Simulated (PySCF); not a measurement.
**Boron: a sound run and one with changed settings**

Sound run: B [He] 2s2 2p1, B⁺ [He] 2s2. Calculation: PySCF 2.14, in x2c-SVPall (3s2p1d, 14 functions); the spin-free X2C one-electron Hamiltonian (Gaussian nucleus). In the sound run the correlated levels freeze 1s2. The sound run starts from symmetry-adapted Hartree-Fock orbitals and uses a fine grid where one is needed.

Changed run: basis STO-3G, all-electron and non-relativistic. This setting is unsound on purpose.

```
species   method  sound run (hartree)  changed run (hartree)  converged
      B      UHF            -24.50721              -24.14899        yes
      B   r2SCAN            -24.61381              -24.25157        yes
      B      LDA            -24.33100              -23.96405        yes
      B      MP2            -24.54309              -24.16765        yes
      B  CCSD(T)            -24.56496              -24.18899        yes
     B⁺      UHF            -24.20870              -23.94847        yes
     B⁺   r2SCAN            -24.28882              -24.02159        yes
     B⁺      LDA            -24.01116              -23.74155        yes
     B⁺      MP2            -24.24156              -23.97788        yes
     B⁺  CCSD(T)            -24.26798              -24.00944        yes
```

Ionisation energy of B:

| method | sound run (eV) | changed run (eV) |
| --- | --- | --- |
| UHF | 8.123 | 5.456 |
| r2SCAN | 8.843 | 6.258 |
| LDA | 8.703 | 6.055 |
| MP2 | 8.205 | 5.164 |
| SCS-MP2 | 8.167 | 5.105 |
| CCSD | 8.058 | 4.886 |
| CCSD(T) | 8.081 | 4.886 |

A minimal basis cannot let orbitals breathe on ionisation and holds almost no correlation. The Hamiltonian changed with the basis, so the totals do not compare.

For comparison, NIST gives 8.298 eV between the lowest levels.
